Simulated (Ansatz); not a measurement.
Reaction (SMILES): ClCl (Cl2) + [H][H] (H2) → 2 Cl (HCl)
B3LYP-D3(BJ)/def2-TZVP geometries, fixed; electronic energies without zero-point terms.
Largest species:
```xyz
2

Cl     0.0000     0.0000    -1.0068
Cl     0.0000     0.0000     1.0068
```

Basis-set convergence of the energy of full hydrogenation at CCSD(T) with Ansatz (a program for electronic structure). Cartesian d functions, on some or all atoms, in 6-31+G*, 6-311G**; all else is spherical. Cores are frozen. No added dispersion term, no relativity. Functions are those of the species that has most. Reference: Hartree-Fock in aug-cc-pV(Q+d)Z plus the correlation part extrapolated as X^-3 from aug-cc-pV(T+d)Z and aug-cc-pV(Q+d)Z, -46.33 kcal/mol, itself unsure by roughly 0.23 kcal/mol (a third of the extrapolation step and of the last Hartree-Fock step). Deviations are taken from unrounded values.

```json
[
 {"basis": "6-31+G*", "functions": "46", "energy of full hydrogenation (kcal/mol)": "-41.72", "minus reference (kcal/mol)": "4.60"},
 {"basis": "6-311G**", "functions": "54", "energy of full hydrogenation (kcal/mol)": "-54.38", "minus reference (kcal/mol)": "-8.06"},
 {"basis": "def2-SVPD", "functions": "54", "energy of full hydrogenation (kcal/mol)": "-57.88", "minus reference (kcal/mol)": "-11.56"},
 {"basis": "6-311++G(2d,2p)", "functions": "70", "energy of full hydrogenation (kcal/mol)": "-49.91", "minus reference (kcal/mol)": "-3.58"},
 {"basis": "def2-TZVP", "functions": "74", "energy of full hydrogenation (kcal/mol)": "-44.55", "minus reference (kcal/mol)": "1.77"},
 {"basis": "aug-pcseg-2", "functions": "100", "energy of full hydrogenation (kcal/mol)": "-47.23", "minus reference (kcal/mol)": "-0.91"},
 {"basis": "aug-cc-pV(T+d)Z", "functions": "110", "energy of full hydrogenation (kcal/mol)": "-47.61", "minus reference (kcal/mol)": "-1.29"},
 {"basis": "cc-pV(Q+d)Z", "functions": "128", "energy of full hydrogenation (kcal/mol)": "-46.79", "minus reference (kcal/mol)": "-0.47"},
 {"basis": "pcseg-3", "functions": "128", "energy of full hydrogenation (kcal/mol)": "-46.76", "minus reference (kcal/mol)": "-0.44"}
]
```
